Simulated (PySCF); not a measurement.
Calculation: PBE-D3(BJ)/def2-TZVP // PBE0-D3(BJ)/def2-TZVP (PySCF). Gas-phase values, no solvent. Delta-SCF ions had no search for a lower state. 

Reference species (SMILES): `C` (neutral, multiplicity 1).

```yaml
vertical ionisation energy (Delta-SCF): 13.95 eV
HOMO: -9.44 eV
HOMO–LUMO gap: 10.36 eV
```

After one change: the vertical ionisation energy (Delta-SCF) falls by 2.05 eV; the HOMO increases by 1.09 eV; the HOMO–LUMO gap falls by 1.83 eV.

Question: What was changed between the two runs? The new species is one of these.
(A) `[BeH2]`
(B) `S`
(C) `B`
(D) `[GeH4]`

Answer: D, `[GeH4]`
